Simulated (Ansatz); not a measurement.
A nudged elastic band was laid between two geometries of C$_{3}$H$_{4}$Cl$_{2}$ (9 atoms, charge 0, multiplicity 1).

Computed with RKS PBE/def2-SVP (Ansatz).

```yaml
movable_images: 7
climbing_image: yes
spring: 5.0 eV/Å²
optimiser: quadratic models (default)
start_path: IDPP
force_threshold: 0.05 eV/Å
iteration_limit: 60
end_points: relaxed
```

First end point:

```xyz
9
Properties=species:S:1:pos:R:3
C -0.250 -1.018 -0.529
C 0.495 0.152 0.024
Cl 2.234 0.111 -0.215
C -0.008 1.222 0.678
Cl -1.703 1.427 1.002
H -1.333 -0.911 -0.335
H -0.083 -1.105 -1.622
H 0.110 -1.962 -0.068
H 0.627 2.038 1.049
```

Last end point:

```xyz
9
Properties=species:S:1:pos:R:3
C -0.391 -0.839 -0.719
C 0.349 0.336 -0.171
Cl 1.424 1.135 -1.307
C 0.288 0.847 1.078
Cl -0.721 0.184 2.327
H -1.012 -0.539 -1.588
H 0.318 -1.614 -1.079
H -1.044 -1.279 0.057
H 0.877 1.722 1.386
```

Task: What changes between the two ends?

Result: No bond is made or broken. The dihedral H6–C1–C2–Cl3 goes from -180 to -59°. The two ends are copies of one structure, up to a mirror image or an exchange of like atoms.

Task: What energy profile does the band end with?

Result: It converged. The highest image is number 4 of 0 to 8, 0.064 eV above the ends, which have the same energy within 2 meV. A vibrational analysis at the climbing image gives one clearly imaginary mode, 151i cm⁻¹: a first-order saddle point.

| image | path coordinate (Å) | energy (eV) | dihedral H6–C1–C2–Cl3 (°) |
| --- | --- | --- | --- |
| 0 | 0.00 | 0.000 | -180 |
| 1 | 0.41 | 0.010 | -166 |
| 2 | 0.82 | 0.033 | -152 |
| 3 | 1.23 | 0.055 | -137 |
| 4 | 1.64 | 0.064 | -121 |
| 5 | 2.05 | 0.055 | -105 |
| 6 | 2.47 | 0.033 | -89 |
| 7 | 2.88 | 0.010 | -74 |
| 8 | 3.29 | 0.000 | -59 |

Task: What is the geometry of the highest image?

Result: 
```xyz
9
Properties=species:S:1:pos:R:3
C -0.319 -0.905 -0.660
C 0.451 0.277 -0.146
Cl 1.860 0.766 -1.066
C 0.153 0.995 0.959
Cl -1.220 0.604 1.949
H -1.370 -0.623 -0.878
H 0.140 -1.307 -1.580
H -0.353 -1.711 0.103
H 0.744 1.856 1.301
```

Task: What are the harmonic wavenumbers there?

Result: 151i, 194, 204, 310, 395, 440, 701, 764, 812, 978, 982, 1061, 1229, 1335, 1393, 1395, 1632, 2976, 3050, 3108, 3163 cm⁻¹.

The run took 81 s on 2 threads of Intel(R) Xeon(R) Platinum 8259CL CPU @ 2.50GHz (Skylake/Cascade Lake) (shared host), peak memory 0.16 GiB.
